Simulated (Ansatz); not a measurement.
# BH2− (singlet): from Hartree-Fock to the top rungs at angle H2–B1–H3 = 91.4°, 6-31++G**

How much of the correlation energy of BH2− (singlet) does each wave-function method recover here?

The runs use Ansatz 0.2.0, Gaussian basis; 6-31++G**, core rule «outside noble gas», up to 1 orbitals frozen.

Plan: UHF; CCSD(T) on RHF; CCSD(T) on UHF; BCCD(T) on RHF; CISD; CCSDT(Q) on RHF; CCSDT(Q) on UHF; CCSDTQ on RHF; CASSCF and MRCISD+Q, 2 electrons in 2 orbitals; CASSCF and NEVPT2, 2 electrons in 2 orbitals; CASSCF and MRCISD+Q, 6 electrons in 6 orbitals; CASSCF and MRCISD+Q(relaxed), 6 electrons in 6 orbitals; CASSCF and NEVPT2, 6 electrons in 6 orbitals; Full CI.

7 further runs of the same task are left out: 5 that didn't finish, 2 set aside as unsound or not needed.

## (1) What is computed

The geometry derives from a PBE0/def2-TZVPD stationary point (not a proven minimum). One angle is set to the value named; bond lengths are kept.

3 atoms, charge -1, spin multiplicity 1.

Atoms are counted from 1 here; the program's logs count them from 0.

Bond lengths: B1–H2 1.247 Å, B1–H3 1.247 Å. Angles: H2–B1–H3 91.4°.

## (2) UHF

File in.yaml:

```yaml
crystal:
  periodic: [false, false, false]
  atoms:
    - {symbol: B, position_ang: [0.000000, -0.136888, 0.000000]}
    - {symbol: H, position_ang: [0.000000, 0.734119, -0.892554]}
    - {symbol: H, position_ang: [0.000000, 0.734119, 0.892554]}
basis:
  gaussian: {orbitals: "6-31++G**"}
total_charge: -1
magnetization: {spin_polarized: true, initial_magnetization: 0}
hamiltonian: {xc: hf}
output: {orbitals: {seedname: orbitals}}
```

Run with:

```console
> ansatz run in.yaml --threads 1 --pin off --events-out ev --progress --plain --max-ram 2393MiB
```

Further steps of the session: CCSD(T) on RHF; CCSD(T) on UHF; BCCD(T) on RHF; CISD; CCSDT(Q) on RHF; CCSDT(Q) on UHF; CCSDTQ on RHF; CASSCF and MRCISD+Q, 2 electrons in 2 orbitals; CASSCF and NEVPT2, 2 electrons in 2 orbitals; CASSCF and MRCISD+Q, 6 electrons in 6 orbitals; CASSCF and MRCISD+Q(relaxed), 6 electrons in 6 orbitals; CASSCF and NEVPT2, 6 electrons in 6 orbitals; Full CI.

Q: Predict the results of all the runs planned. Wanted: FCI below the RHF energy; RMP2 from FCI; UMP2 from FCI; RCCSD from FCI; RCCSD(T) from FCI; UCCSD(T) from FCI; RCCSDT(Q) from FCI; UCCSDT(Q) from FCI; NEVPT2 pair from FCI.

The runs gave:

| quantity | value |
| --- | --- |
| FCI below the RHF energy | -3.3208 eV |
| RMP2 from FCI | +728.6 meV |
| UMP2 from FCI | +766.0 meV |
| RCCSD from FCI | +112.6 meV |
| RCCSD(T) from FCI | +23.3 meV |
| UCCSD(T) from FCI | +37.6 meV |
| RCCSDT(Q) from FCI | +0.6 meV |
| UCCSDT(Q) from FCI | +0.3 meV |
| NEVPT2 pair from FCI | +690.8 meV |
| NEVPT2 valence from FCI | +646.4 meV |
| MRCISD+Q valence from FCI | +3.8 meV |
| levels within 1 kcal/mol (43 meV) | RCCSD(T), UCCSD(T), BCCD(T), RCCSDT, UCCSDT, RCCSDT(Q), UCCSDT(Q), RCCSDTQ, MRCISD+Q valence, MRCISD+Q(relaxed) valence |
| T1 diagnostic | 0.013 |
| effectively unpaired electrons | 0.10 |

**Reading.** RCCSD(T) lands +23.3 meV from the yardstick (0.7 % of the correlation energy). MRCISD+Q(relaxed) valence falls below full CI: the +Q correction isn't variational, and the cores differ from full CI's. One determinant dominates. Of the multireference levels listed MRCISD+Q valence comes nearest in total energy (+3.8 meV), which doesn't show that its space is the better one. These misses are within one basis, not against nature.
